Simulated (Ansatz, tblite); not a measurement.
Forces on the cluster BP₂⁻ at its PBE0-D4/def2-TZVPD geometry. Total charge -1; singlet.

The xTB rows come from tblite. At PBE-D4/def2-TZVPD the restricted singlet is unstable: a solution with broken spin symmetry lies lower. At PBE-D4/def2-TZVPD the highest occupied level of the charge -1 singlet lies above zero (up to 0.49 eV). Its loss leaves the charge 0 doublet, which lies 2.11 eV higher (vertical, at PBE-D4/def2-TZVPD), but this difference is unsure: the doublet is doubtful (geometry relaxed on an unsound state). At PBE-D4/def2-TZVPD an occupied level of the charge -1 singlet lies above an empty one (by up to 0.46 eV), so this SCF solution is probably not the lowest. The geometry of the singlet was relaxed on an unsound state (restricted singlet, unstable towards broken spin symmetry). At PBE0-D4/def2-TZVPD a triplet of charge -1 lies 0.92 eV below the restricted singlet, each at its own geometry. The structure comes from a short search, and lower isomers may exist.

GFN1-xTB (tblite), largest force 0.53 eV/Å:

```xyz
3
positions Å, forces eV/Å
B     0.004   -0.001    0.003   -0.005    0.001   -0.003
P    -0.775   -1.260    0.930   -0.232   -0.383    0.284
P     0.770    1.261   -0.933    0.237    0.382   -0.281
```

GFN2-xTB (tblite), largest force 0.48 eV/Å:

```
B -0.013 0.002 -0.008
P 0.220 0.348 -0.254
P -0.208 -0.350 0.262
```

PBE-D4/def2-TZVPD (Ansatz), largest force 0.42 eV/Å:

```
B -0.001 0.000 -0.001
P -0.185 -0.303 0.224
P 0.186 0.303 -0.223
```
